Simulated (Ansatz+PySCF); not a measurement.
**singlet CO: levels of theory in one basis**

```xyz
2

C     0.0000    0.0000   -0.7091
O     0.0000    0.0000    0.5318
```

Basis set: STO-3G (spherical functions). Correlated methods keep 2 orbitals frozen. Charge 0, multiplicity 1.

Computed with Ansatz (development build ahead of 0.2.0); each method stands on the lowest determinant of its kind that the runs found.

| method | E − E(RHF) (eV) | <S²> of the determinant |
| --- | --- | --- |
| RHF | 0.00 | 0.00 |
| RHF-CCSD | -4.12 | – |
| RHF-CCSD(T) | -4.44 | – |
| full CI (lowest root of this spin) | -4.46 | – |

Q: What does RHF-MP2 give on the same scale?

A: -4.24 eV.

Q: Is a single determinant a sound starting point here?

A: It is doubtful. Unrestricted orbitals gain 0.00 eV with <S²> 0.00 against 0.00 for a pure state, but the cluster amplitudes or the share of triples are large.

Caution for RHF-MP2, RHF-CCSD, RHF-CCSD(T): large share of triples, a single reference is doubtful.
